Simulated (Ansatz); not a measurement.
# PH2O+ (singlet): wave-function methods side by side, cc-pVDZ

An exercise on one series of results from a longer session: the logs are not shown, and one member is left open.

Method: cc-pVDZ, core rule «outside noble gas», up to 6 orbitals frozen; program: Ansatz 0.2.0, Gaussian basis.

To be run: UHF; CCSD(T) on RHF; CCSD(T) on UHF; BCCD(T) on RHF; CISD; CCSDT(Q) on RHF; CCSDT(Q) on UHF; CASSCF and MRCISD+Q, 12 electrons in 10 orbitals; CASSCF and NEVPT4(SD), 12 electrons in 10 orbitals; CASSCF and NEVPT2, 12 electrons in 10 orbitals.

27 further runs of the same task are left out: 4 for a known fault of the program, 11 that didn't finish, 12 set aside as unsound or not needed.

### What is computed

The geometry is a PBE0/def2-TZVP stationary point (not a proven minimum) of the parent state, kept for this charge and spin.

4 atoms, charge 1, spin multiplicity 1.

Atoms are counted from 1 here; the program's logs count them from 0.

Bond lengths: O1–P2 1.488 Å, P2–H3 1.397 Å, P2–H4 1.397 Å. Angles: O1–P2–H3 123.4°, O1–P2–H4 123.4°, H3–P2–H4 113.3°.

Coordinates:

| atom | x (Å) | y (Å) | z (Å) |
| --- | --- | --- | --- |
| O1 | 0.0000 | 0.0000 | 1.0338 |
| P2 | 0.0000 | 0.0000 | -0.4544 |
| H3 | 0.0000 | -1.1669 | -1.2226 |
| H4 | 0.0000 | 1.1669 | -1.2226 |

The first run:

The input, in.yaml:

```yaml
crystal:
  periodic: [false, false, false]
  atoms:
    - {symbol: O, position_ang: [0.000000, 0.000000, 1.033778]}
    - {symbol: P, position_ang: [0.000000, 0.000000, -0.454425]}
    - {symbol: H, position_ang: [0.000000, -1.166853, -1.222577]}
    - {symbol: H, position_ang: [0.000000, 1.166853, -1.222577]}
basis:
  gaussian: {orbitals: cc-pVDZ}
total_charge: 1
magnetization: {spin_polarized: true, initial_magnetization: 0}
hamiltonian: {xc: hf}
output: {orbitals: {seedname: orbitals}}
```

Command:

```
$ ansatz run in.yaml --threads 1 --pin off --events-out ev --progress --plain --max-ram 2393MiB
```

Steps of the session up to this table: UHF; CCSD(T) on RHF; CCSD(T) on UHF; BCCD(T) on RHF; CISD; CCSDT(Q) on RHF; CCSDT(Q) on UHF; CASSCF and MRCISD+Q, 12 electrons in 10 orbitals; CASSCF and NEVPT4(SD), 12 electrons in 10 orbitals; CASSCF and NEVPT2, 12 electrons in 10 orbitals.

One table of the session follows, with a row left open; its other results are not shown here.

| method | from RCCSDT(Q) (meV) |
| --- | --- |
| RHF | +9315.0 |
| UHF | +9162.5 |
| RMP2 | +748.2 |
| CISD | +1152.8 |
| RCCSD | +405.1 |
| RCCSD(T) | +67.9 |
| BCCD(T) | +67.9 |
| RCCSDT | +47.4 |
| RCCSDT(Q) | 0 |
| CASSCF valence | +5272.1 |
| NEVPT2 valence | +1079.0 |
| NEVPT4(SD) valence | +143.8 |
| MRCISD valence | ? |
| MRCISD+Q valence | +50.4 |

Estimate the missing values for MRCISD valence.

As computed: from RCCSDT(Q) (meV): +333.8. In the column «from RCCSDT(Q) (meV)» it lies between NEVPT4(SD) valence (+143.8) and RCCSD (+405.1).

Not comparable, so not listed: CCSD(T) on UHF; CCSDT(Q) on UHF (they don't share determinant, frozen orbitals or solution with the rows shown, or repeat one).

Caveats from the session: Warnings: restricted reference is unstable; spin contamination; large T1 diagnostic.
